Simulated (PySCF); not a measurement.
## How the method changes the constants of MgF⁺

State: ¹Σ⁺ (singlet), closed shell. Set-up: PySCF, no relativity, basis sets Mg pcseg-2, F pcseg-2. De refers to Mg⁺ + F in their high-spin ground configurations, without counterpoise correction. A positive dipole points towards F; it is taken about the centre of mass and depends on that origin.

```
      Level  Re (Å)  ωe (cm⁻¹)  De (eV)  μ (D)
        RHF   1.684        870     2.31  -9.83
    RHF-MP2   1.714        814     4.44    n/a
RHF-SCS-MP2   1.712        817     4.28    n/a
   RHF-CCSD   1.705        828     4.04    n/a
RHF-CCSD(T)   1.709        819     4.15    n/a
        PBE   1.725        778     4.27  -8.90
     revPBE   1.733        766     4.10  -8.94
       BLYP   1.731        770     4.17  -8.86
     r²SCAN   1.707        819     4.17  -9.30
    r²SCANh   1.702        828     4.06  -9.37
       PBE0   1.704        819     3.97  -9.27
```

The bond length runs from 1.684 Å (RHF) to 1.733 Å (revPBE). De spans 2.31 eV (RHF, mean field) to 4.44 eV (RHF-MP2, perturbation theory). Correlation at CCSD(T) changes the Hartree–Fock bond energy by +1.84 eV; the triples alone change it by +0.11 eV.

Correlated steps freeze 2 core orbitals. For an ion De counts to the pair picked by the measured ionisation energies or electron affinities, which need not be the lowest pair at this level. Where the molecule has an RHF reference, its open-shell atoms are computed with UHF.

The whole job (state search and all levels along the bond) took about 1.2 min on 1 thread of Arm Neoverse V1 (shared host), peak memory 0.53 GiB.
